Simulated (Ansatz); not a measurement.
Input file:

```yaml
crystal:
  periodic: [false, false, false]
  atoms:
    - {symbol: Ta, position_ang: [0.000000, 0.000000, 0.000000]}
    - {symbol: H, position_ang: [0.000000, 0.000000, 5.830000]}
basis:
  gaussian: {orbitals: def2-SVP}
total_charge: 1
magnetization: {spin_polarized: false, initial_magnetization: 3}
correlation: {method: mp2, electrons: valence}
output: {forces: true}
```

```sh
$ ansatz run in.yaml --threads 1 --pin off --events-out ev --progress --plain --max-ram 2393MiB
```

Output:

```
368 factors; integrals over basis functions are off by at most 2.9e-4 eV
mean field evaluation 1: about -1536.5569 eV, gradient 8.1e0 eV
mean field evaluation 2: about -1536.5582 eV, gradient 8.1e0 eV
mean field evaluation 4: about -1537.5271 eV, gradient 1.7e0 eV
mean field evaluation 8: about -1537.6401 eV, gradient 7.7e-1 eV
mean field evaluation 16: about -1537.8465 eV, gradient 3.7e-1 eV
mean field evaluation 32: about -1537.8477 eV, gradient 4.1e-3 eV
mean field evaluation 64: about -1537.8477 eV, gradient 3.8e-4 eV
mean field evaluation 96: about -1537.8477 eV, gradient 1.1e-3 eV
mean field evaluation 128: about -1537.8390 eV, gradient 1.0e0 eV
mean field evaluation 160: about -1537.8477 eV, gradient 2.7e-5 eV
mean field evaluation 192: about -1537.8472 eV, gradient 1.8e-1 eV
mean field evaluation 224: about -1537.8477 eV, gradient 2.2e-4 eV
mean field evaluation 256: about -1537.8477 eV, gradient 5.8e-4 eV
mean field evaluation 288: about -1537.8477 eV, gradient 6.4e-4 eV
mean field evaluation 320: about -1537.2050 eV, gradient 3.9e0 eV
mean field evaluation 352: about -1537.1809 eV, gradient 2.0e0 eV
mean field evaluation 384: about -1537.7997 eV, gradient 5.0e-1 eV
mean field evaluation 416: about -1537.8477 eV, gradient 2.8e-6 eV
mean field -1537.84774189 eV, -56.5148621238 hartree, gradient 2.8e-10 eV, S^2 3.750000; 18 other end points of the search recorded, 0 dependent functions left out
unrestricted determinant -1538.47028546 eV, -56.5377401782 hartree, S^2 4.6749
reference -1537.84774189 eV, -56.5148621238 hartree; 8, 5 occupied and 29, 32 virtual orbitals, 368 factors
second order -4.26928799 eV of doubles, -0.08079923 eV of singles
the calculation of the forces begins
Total energy: -1542.19782910 eV, -56.6747248802 hartree
Atom 0 at     0.000000     0.000000     0.000000 Å, force     0.000000     0.000000     0.002341 eV/Å
Atom 1 at     0.000000     0.000000     5.830000 Å, force    -0.000000    -0.000000    -0.002341 eV/Å
Dipole moment:    -0.000000    -0.000000    -0.074961 e Å
```

Forces (eV/Å):
```
Ta   0.000  0.000  0.002
H    0.000  0.000 -0.002
```

Ran on 1 thread of Arm Neoverse V2, shared host: 1.9 s wall, 0.18 GiB peak host memory.
